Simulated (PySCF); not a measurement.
## Deuteron quadrupole couplings in `C[NH2+]COC`

Species: C₃H₁₀NO (charge +1).
SMILES with atom numbers: `[CH3:1][NH2+:2][CH2:3][O:4][CH3:5]` (hydrogens: H6, H7, H8 on C1; H9, H10 on N2; H11, H12 on C3; H13, H14, H15 on C5)

Geometry (PBE0-D3(BJ)/def2-SVP, Å), atoms numbered from 1 in this order:
```
atom  x, y, z in Å
C1    -2.183   -0.163    0.222
N2    -0.835    0.193   -0.283
C3     0.241    0.337    0.798
O4     1.381    0.793    0.246
C5     2.336   -0.173   -0.173
H6    -2.129   -1.134    0.731
H7    -2.885   -0.222   -0.618
H8    -2.513    0.608    0.929
H9    -0.858    1.087   -0.792
H10   -0.520   -0.501   -0.973
H11   -0.164    1.075    1.507
H12    0.317   -0.653    1.283
H13    2.647   -0.807    0.672
H14    1.952   -0.808   -0.992
H15    3.204    0.384   -0.543
```

Level: PBE0/pcSseg-1 (PySCF, non-relativistic); Q(2H) = 0.00286 b; rigid geometry, the same for H and D, with no vibrational averaging.

Task: Rank these positions by the coupling χzz of a deuteron there, largest first.
A. H10 (N–H hydrogen)
B. H12 (methylene hydrogen)
C. H15 (methyl hydrogen)
D. H9 (N–H hydrogen)
E. H13 (methyl hydrogen)
F. H11 (methylene hydrogen)

Result: A (221 kHz), D (217 kHz), C (191 kHz), E (185 kHz), F (178 kHz), B (174 kHz).

Task: Tabulate Vzz, the asymmetry η and χzz = 234.96 MHz × Q × Vzz for every hydrogen position.

Result: 
| atom | bonded to | bond length (Å) | Vzz (au) | η | χzz (kHz) |
| --- | --- | --- | --- | --- | --- |
| H6 | C1 | 1.097 | 0.2797 | 0.10 | 188 |
| H7 | C1 | 1.097 | 0.2802 | 0.09 | 188 |
| H8 | C1 | 1.097 | 0.2794 | 0.10 | 188 |
| H9 | N2 | 1.029 | 0.3230 | 0.01 | 217 |
| H10 | N2 | 1.028 | 0.3294 | 0.01 | 221 |
| H11 | C3 | 1.101 | 0.2653 | 0.07 | 178 |
| H12 | C3 | 1.105 | 0.2583 | 0.08 | 174 |
| H13 | C5 | 1.102 | 0.2746 | 0.10 | 185 |
| H14 | C5 | 1.104 | 0.2750 | 0.13 | 185 |
| H15 | C5 | 1.096 | 0.2843 | 0.08 | 191 |

Task: Average by the element that carries the hydrogen.

Result: on C: 185 kHz over 8 positions, mean bond length 1.100 Å; on N: 219 kHz over 2 positions, mean bond length 1.028 Å.

Task: How does χzz go with the bond length over the 8 C–H bonds?

Result: A straight-line fit has a slope of -12.7 kHz for each 0.01 Å, with a correlation coefficient of -0.79, over lengths from 1.096 to 1.105 Å.

Isolated species at its PBE0-D3(BJ)/def2-SVP geometry (one conformer only). A larger basis could move these couplings by a tenth or more.
